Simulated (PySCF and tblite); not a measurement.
Results of a calculation; reference values are marked as such.
Stationary points of C4H6O at GFN2-xTB, in Å:

Structure A

```
 1 C    -0.372   -1.141    0.867
 2 C     0.035   -0.157    0.067
 3 C    -0.746    1.093   -0.191
 4 C     1.333   -0.276   -0.623
 5 O     2.091   -1.208   -0.533
 6 H     0.244   -2.014    1.005
 7 H    -1.310   -1.108    1.395
 8 H    -1.683    1.086    0.359
 9 H    -0.965    1.188   -1.254
10 H    -0.169    1.967    0.109
11 H     1.580    0.595   -1.264
```

Structure B

```
 1 C    -0.577   -1.252    0.542
 2 C     0.005   -0.171    0.027
 3 C    -0.579    1.203    0.081
 4 C     1.310   -0.296   -0.646
 5 O     1.924    0.612   -1.143
 6 H    -0.117   -2.225    0.480
 7 H    -1.530   -1.203    1.042
 8 H    -1.538    1.207    0.592
 9 H    -0.706    1.586   -0.931
10 H     0.108    1.874    0.594
11 H     1.704   -1.332   -0.664
```

Structure C

```
 1 C    -0.492   -1.220    0.726
 2 C     0.014   -0.191    0.067
 3 C    -0.641    1.152   -0.047
 4 C     1.319   -0.281   -0.646
 5 O     2.388    0.013   -0.191
 6 H     0.021   -2.164    0.787
 7 H    -1.438   -1.150    1.237
 8 H    -1.595    1.157    0.473
 9 H    -0.804    1.405   -1.095
10 H     0.006    1.915    0.384
11 H     1.223   -0.636   -1.696
```

Level: PBE0/pcSseg-1 + D3(BJ) on GFN2-xTB stationary points, with GFN2-xTB thermal terms.

Q: Which structure is a saddle point, and along which motion?

A: C: one imaginary mode (135i cm⁻¹ at GFN2-xTB, mostly on O5, H11, C4), along the rotation about the C2–C4 bond (torsion C1–C2–C4–O5 from -180° to 0°, rising).

Q: Give their symmetry and energies above the lowest.

A: A Cs, 3.1 kcal/mol; B Cs, 0.0 kcal/mol; C C1, 9.6 kcal/mol.
